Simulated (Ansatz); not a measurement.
# Bulk modulus of some fcc solids

Method: BLYP (Ansatz, an electronic-structure program, plane waves, PAW). References are measured values corrected to a static lattice.

Values in GPa.

| solid | reference | BLYP | error (%) |
|---|---|---|---|
| fcc Ag | 110 (104–111) | 68.9 | -37 |
| fcc Au | 182 | 103 | -43 |
| fcc Pd | 195 (187–198) | 135 | -31 |
| fcc Ni | 192 (186–195) | 168 | -12.5 |
| fcc Pt | 289 | 199 | -31 |
| fcc Sr | 12.5 | 10.5 | -16.0 |
| fcc Rh | 271 (271–289) | 215 | -21 |
| fcc Cu | 144 | 116 | -19.4 |
| fcc Pb | 47 | 32.0 | -32 |
| fcc Al | 80.8 (77.1–82.0) | ? | ? |

Q: Estimate the withheld BLYP value.

A: The errors of the other rows run from -43 % to -12.5 %, with a median of -31 %; carried to the reference 80.8 it gives 55.8 GPa. The run gives 54.7 GPa (-32 %), -2.0 % from the estimate; the row was drawn at random, and such an estimate is rough. Over these 10 solids the mean error is -28 %, the mean absolute error 28 % (median 31 %), and the worst case fcc Au at -43 %; the value is below the reference in 10 of 10 cases.

All these references are brought to a static lattice.

Spin–orbit coupling is left out, also for the solids with elements from indium on (fcc Au, fcc Pt, fcc Pb); its size isn't shown.

Brackets give the range of the sources taken for a reference, where it is wide; it can hold other temperatures.

Differences are worked out from the printed values.

Each level is taken at its own relaxed cell. Caveats: the cell is over a tenth larger than the published one: the level's own overestimate first of all, though another phase or state, or a fault of the published cell, is possible (fcc Ag, fcc Au, fcc Pd, fcc Pt, fcc Pb). Ansatz's density-functional and Hartree–Fock values are scalar-relativistic unless marked +SOC, with PAW data made under PBE.

Ansatz's runs of these crystals have no spin polarisation, but for fcc Ni.

Density-functional runs with spin start from parallel moments for fcc Ni.

Not in this set, of the fcc solids with a reference value in our tables and a result at some level: 1 for sources at odds; 1 for no value at BLYP (not run, a failed fit, an unstable or unbound cell, or a value held back for tests). These can be a level's best or worst cases. Solids without a released value at any level aren't counted. Layered and molecular crystals are counted apart. The metals Ce to Yb are counted apart.

References as tabulated in Levämäki et al. (2014), arXiv:1402.3671; Mejia-Rodriguez and Trickey (2018), arXiv:1807.09216; doi:10.1021/acs.jctc.3c00612.
